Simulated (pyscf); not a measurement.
Structures and frequencies: ωB97X-D3(BJ)/def2-SVP in PySCF. MP2 and CC: frozen core, UHF for open shells. ΔMP2 is the change of the MP2 total energy from the triple- to the quadruple-zeta basis.

### Question
PBE/def2-TZVP puts the barrier of HO–OH (SMILES OO) + CH₃• (SMILES [CH3]) -> •O–OH (SMILES [O]O) + CH₄ (SMILES C) (hydrogen abstraction; doublet surface; H–O broken, C–H formed) at -4.2 kcal/mol and the reaction energy at -24.6 kcal/mol, from the separated reactants. What do r²SCAN/def2-TZVP, PBE0-D3(BJ)/def2-TZVP, CCSD(T)/def2-TZVPP + ΔMP2(QZVPP) give on the same structures?

### Answer
r²SCAN: ΔE‡ = 0.1 kcal/mol, ΔE = -21.5 kcal/mol; PBE0-D3(BJ): ΔE‡ = 1.3 kcal/mol, ΔE = -23.4 kcal/mol; CCSD(T): ΔE‡ = 8.1 kcal/mol, ΔE = -18.4 kcal/mol. PBE's barrier lies under all of them, by 4.3 to 12.3 kcal/mol. Its reaction energy lies under all of them, by 1.2 to 6.2 kcal/mol. At PBE this geometry lies under the reactants; that is no barrier but a single point on another level's saddle; such a level's own saddle, if it has one, lies nearer that side and is low. One saddle was located; it need not be the lowest between these sides. The angle at the transferred H is 174°. The CCSD(T) − MP2 part came from Ansatz, without density fitting, on the same reference.
